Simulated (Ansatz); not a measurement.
Born–Oppenheimer molecular dynamics of B$_{2}$H$_{4}$O (7 atoms, charge 0, multiplicity 1). It starts at the highest image of a converged band. Of that band: The profile has 2 maxima (images 1, 5) with wells between them (image 2): this band takes more than one step, which may be the mechanism or a detour left from its start path. Neighbouring images differ by up to 3.3 eV, so the band resolves the path poorly. A vibrational analysis at the climbing image gives one clearly imaginary mode, 296i cm⁻¹: a first-order saddle point.

Method: RKS PBE-D4/def2-SVP in Ansatz.

```json
{
  "ensemble": "NVE (velocity Verlet)",
  "time step": "0.5 fs",
  "steps asked": "200",
  "starting velocities drawn for": "100 K",
  "seed": "10074"
}
```

First frame:

```xyz
7
Properties=species:S:1:pos:R:3
B -0.977 0.333 -1.002
B -0.008 0.459 0.168
O 1.101 -0.219 0.842
H -1.540 -0.591 -0.357
H -1.550 0.881 -1.912
H 1.296 -0.067 1.787
H 1.740 -0.865 0.429
```

(1) What does the run give?

(2) What happens to the structure?

(3) How do temperature and energy run in time?

## Answers

(1) The run went to its last step.

| Quantity | Value |
| --- | --- |
| steps done | 200 |
| time covered | 100 fs |
| mean temperature over the second half | 119 K |
| spread of the potential energy over the second half | 4.9 meV per atom |
| mean potential energy of the second half above the start | -1.8 meV per atom |

The conserved energy stayed within 0.02 meV per atom of its start (net change 0.008 meV per atom), so the integration is sound. A run of 0.1 ps of so small a system gives no equilibrium averages. The orbitals stay closed-shell, which can raise the energy where a bond breaks towards radicals; this wasn't checked here.

(2) The step under study would form O3–H6 and break B2–H6. These pairs go: O3–H6 0.98 → 0.97 Å, B2–H6 2.14 → 2.12 Å. In the last frame they stand as after the step (other bonds may differ from the relaxed reactants and products). Also joined: B2–H4 1.93 → 1.31 Å. It ends as one piece, B2H4O. Pairs count as bonded within 1.25 times the sum of covalent radii (0.12 Å more for H–H). The details hang on the random start.

(3) 
| time (fs) | T (K) | potential energy less start (eV) | conserved less start (meV/atom) |
| --- | --- | --- | --- |
| 0.0 | 100 | 0.000 | 0.00 |
| 8.0 | 32 | 0.044 | 0.02 |
| 16.0 | 26 | 0.048 | 0.02 |
| 24.0 | 86 | 0.009 | 0.00 |
| 32.0 | 39 | 0.040 | 0.01 |
| 40.0 | 22 | 0.050 | 0.02 |
| 48.0 | 74 | 0.017 | 0.01 |
| 56.0 | 57 | 0.028 | 0.01 |
| 64.0 | 52 | 0.031 | 0.02 |
| 72.0 | 116 | -0.010 | 0.01 |
| 80.0 | 175 | -0.048 | 0.00 |
| 88.0 | 192 | -0.059 | 0.00 |
| 96.0 | 135 | -0.022 | 0.01 |

Time of the run: 3.3 min on 1 thread of Arm Neoverse V2, with other jobs on the host, peak memory 0.097 GiB.
